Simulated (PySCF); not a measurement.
**BrClF−, a complex of two parts as drawn: interaction energy**

One table from this session's results is given with a row withheld; the runs are named, their logs left out.

Programs: PySCF 2.14.0. All values are calculated, for the isolated system unless a continuum is named. Atoms count from 0, parts from 1.

## The system as given

3 atoms, charge -1, multiplicity 1; geometry: GFN2-xTB. Parts: 1 = atoms 0–1, `ClBr`, charge 0; 2 = atom 2, `[F-]`, charge -1.

Set-up of the first run:

Job settings and geometry (Å):

```
{"job": {"xc": "PBE0", "basis": "def2-TZVPD", "d3": "d3bj", "grid": 3, "kind": "geom", "shake": 0.01}, "charge": -1, "multiplicity": 1, "parts": [{"atoms": "0-1", "charge": 0, "multiplicity": 1}, {"atoms": "2-2", "charge": -1, "multiplicity": 1}]}
Br     1.176027     0.113357    -0.422577
Cl    -1.170249    -0.054805     0.178084
F      3.132981     0.301631    -0.964001
```

Launch:

```bash
$ OMP_NUM_THREADS=1 python cluster_run.py task.json out
```

This one command runs all jobs of the session in turn.

Steps of the session up to this table: Geometry optimisation at PBE0-D3(BJ)/def2-TZVPD; Coupled-cluster interaction energy: CCSD(T) and MP2, 1.96 Å; Coupled-cluster interaction energy: CCSD(T) and MP2, 2.06 Å; Coupled-cluster interaction energy: CCSD(T) and MP2, 2.15 Å; Coupled-cluster interaction energy: CCSD(T) and MP2, 1.86 Å; Coupled-cluster interaction energy: CCSD(T) and MP2, 2.45 Å; Coupled-cluster interaction energy: CCSD(T) and MP2, 1.76 Å; Coupled-cluster interaction energy: CCSD(T) and MP2, 2.94 Å; Coupled-cluster interaction energy: CCSD(T) and MP2, 3.92 Å.

One table of the session follows, with a row left open; its other results are not shown here.

It belongs to the step «Coupled-cluster interaction energy: CCSD(T) and MP2, 3.92 Å». 

| method | interaction energy (kcal/mol) |
| --- | --- |
| HF/aug-cc-pVDZ | -10.52 |
| MP2/aug-cc-pVDZ | -10.38 |
| CCSD/aug-cc-pVDZ | -10.24 |
| CCSD(T)/aug-cc-pVDZ | ? |
| HF/aug-cc-pVQZ | -10.18 |
| MP2/aug-cc-pVQZ | -10.05 |
| SCS-MP2/aug-cc-pVQZ | -9.85 |
| MP2, extrapolated | -10.05 |
| CCSD(T), limit estimate | -10.27 |

Estimate the missing values for CCSD(T)/aug-cc-pVDZ.

The run gave: interaction energy (kcal/mol): -10.59. In the column «interaction energy (kcal/mol)» it is the lowest.

To keep in mind: At 2.45 Å a test (T1, the size of the triples or of CCSD(T) less MP2, charge moved between the parts) flags the run, so its CCSD(T) estimate is not taken as a benchmark. At 2.94 Å a test (T1, the size of the triples or of CCSD(T) less MP2, charge moved between the parts) flags the run, so its CCSD(T) estimate is not taken as a benchmark. At 3.92 Å a test (T1, the size of the triples or of CCSD(T) less MP2, charge moved between the parts) flags the run, so its CCSD(T) estimate is not taken as a benchmark.
